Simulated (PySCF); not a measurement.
C5H11 (doublet state).
Z-matrix (Å and degrees, GFN2-xTB geometry), rows numbered from 1:
```
C 
C   1  1.4772
C   2  1.4820  1  122.78
C   3  1.5429  2  110.63  1    95.73
C   3  1.5329  2  111.12  1  -142.77
H   1  1.0890  2  111.06  3    26.84
H   1  1.0987  2  111.63  3   -92.95
H   1  1.0910  2  111.05  3   148.37
H   2  1.0776  1  118.36  3   168.55
H   3  1.0963  2  109.21  1   -22.69
H   4  1.0876  3  110.15  2    60.43
H   4  1.0880  3  110.29  2  -179.58
H   4  1.0873  3  110.38  2   -59.44
H   5  1.0878  3  110.50  2  -179.01
H   5  1.0877  3  110.29  2   -59.01
H   5  1.0874  3  110.38  2    60.86
```

The hyperfine couplings belong to this conformer and change with its torsions.

As a line formula: `[CH](C)C(C)C` [radical].

Level of theory: PySCF 2.14.0, UKS B3LYP, pcH-1 on C H, non-relativistic, mean-field spin-orbit, GIAO. Isolated species at its GFN2-xTB geometry (one conformer only). A GFN2-xTB geometry isn't a minimum of the functional, and hyperfine couplings can be far from their values at a DFT geometry. The SCF solution wasn't tested for stability.

Largest spin populations (Mulliken): C2 (+1.03), C1 (-0.09), C3 (-0.08) and H7 (+0.07). C2 is the only atom above +0.15. The angles at C2 add up to 359.0°, so it is planar; its axial dipolar tensor and the negative coupling of its proton fit spin in a p orbital normal to that plane.

(1) McConnell's relation a(H) = Q·ρ ties the coupling of a proton on a planar π carbon to the spin population of that carbon. What Q do the computed values give?

(2) List the C–H protons on four-coordinate carbons next to a three-coordinate spin centre, with their couplings and θ (C–H bond against the normal to the plane of the centre's neighbours, projected along the bond that joins the two).

(3) What would the freely rotating methyl group on C1 show?

## Answers

(1) 
| H | C | ρ(C) | a(H) (G) | a/ρ (G) |
| --- | --- | --- | --- | --- |
| H9 | C2 | +1.033 | -21.49 | -20.8 |

One proton gives one ratio, Q = -20.8 G, and no test of linearity. In every row coupling and population have opposite signs.

(2) 
```tsv
β H	on	centre	θ (°)	cos²θ	a (G)
H6	C1	C2	68	0.13	+7.40
H7	C1	C2	8	0.98	+55.00
H8	C1	C2	53	0.36	+21.60
H10	C3	C2	73	0.09	+4.07
```

Fitting the Heller–McConnell form a = ρ(B0 + B2 cos²θ), with Mulliken ρ = 1.03, gives B0 = -0.2 G and B2 = 54.9 G, with a largest miss of 1.3 G. By this fit the coupling would be 56.6 G at θ = 0° and -0.2 G at 90°.

(3) Three equal couplings, a 1:3:3:1 quartet. The mean of the three values of this geometry estimates the splitting: 28.0 G, or 78.5 MHz (three bonds 120° apart have a mean cos²θ of 1/2 at any torsion).

Couplings in gauss use g_iso = 2.0026.

Time: 29 s of wall time (with the writing of density and orbital grids); peak memory 0.93 GiB. Hardware: an Arm Neoverse V2 with one thread, no GPU, shared host with 96 logical CPUs at a one-minute load of 27.
